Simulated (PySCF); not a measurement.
First SCF of a structure search on doublet H2SN, at a hand-made T-shaped (ligand arrangement 1) geometry. PySCF input:

```python
from pyscf import gto, scf, dft
mol = gto.M(atom='''
S      0.000000     0.000000     0.000000
N     -1.539100     0.000000     0.053700
H      0.000000     0.000000     1.350000
H      1.349200     0.000000     0.047100''',
    basis={'S': 'def2-TZVP', 'N': 'def2-TZVP', 'H': 'def2-TZVP'},
    charge=0, spin=1)
mf = dft.UKS(mol, xc='PBE0')
mf.grids.atom_grid = (50, 194)
aux = {'S': 'def2-universal-JKFIT', 'N': 'def2-universal-JKFIT', 'H': 'def2-universal-JKFIT'}
mf = mf.density_fit(auxbasis=aux)
mf.conv_tol = 1e-08
mf.diis_space = 10
mf.max_cycle = 60
mf.init_guess = 'minao'
mf.verbose = 4
mf.kernel()
```

Excerpt of the output (cycles alone):

```
init E= -454.075986834721
cycle= 1 E= -453.637639323939  delta_E= 0.438  |g|= 0.379  |ddm|= 1.22
cycle= 2 E= -453.055191820627  delta_E= 0.582  |g|= 1.04  |ddm|= 1.57
cycle= 3 E= -453.729647136366  delta_E= -0.674  |g|= 0.0734  |ddm|= 1.22
cycle= 4 E= -453.732451869753  delta_E= -0.0028  |g|= 0.0321  |ddm|= 0.0725
cycle= 5 E= -453.733136673719  delta_E= -0.000685  |g|= 0.0166  |ddm|= 0.0332
cycle= 6 E= -453.733692870226  delta_E= -0.000556  |g|= 0.00891  |ddm|= 0.048
cycle= 7 E= -453.733975631264  delta_E= -0.000283  |g|= 0.00919  |ddm|= 0.026
cycle= 8 E= -453.733173708781  delta_E= 0.000802  |g|= 0.00638  |ddm|= 0.088
cycle= 9 E= -453.732655549267  delta_E= 0.000518  |g|= 0.00599  |ddm|= 0.131
cycle= 10 E= -453.732673434293  delta_E= -1.79e-05  |g|= 0.00127  |ddm|= 0.0114
cycle= 11 E= -453.7326740018  delta_E= -5.68e-07  |g|= 0.00093  |ddm|= 0.00421
cycle= 12 E= -453.732674670358  delta_E= -6.69e-07  |g|= 0.000159  |ddm|= 0.00123
cycle= 13 E= -453.732674710964  delta_E= -4.06e-08  |g|= 9.91e-05  |ddm|= 0.000554
cycle= 14 E= -453.732674721879  delta_E= -1.09e-08  |g|= 2.3e-05  |ddm|= 0.000336
cycle= 15 E= -453.732674722396  delta_E= -5.17e-10  |g|= 1.82e-05  |ddm|= 5.97e-05
Extra cycle  E= -453.732674721628  delta_E= 7.67e-10  |g|= 4.39e-05  |ddm|= 4.89e-05
converged SCF energy = -453.732674721628  <S^2> = 0.77185806  2S+1 = 2.0217399
```

This is not the lowest solution: a stability analysis within the same unrestricted form found one 25.8 kJ/mol lower, at -453.74250 Eh.

The search for the lowest solution, with the stability check, took 9 s on 2 threads of a shared Arm Neoverse V2 host, with 80 basis functions; the process peaked at 0.31 GiB. Launch command: `OMP_NUM_THREADS=2 python axn.py task.json out`.
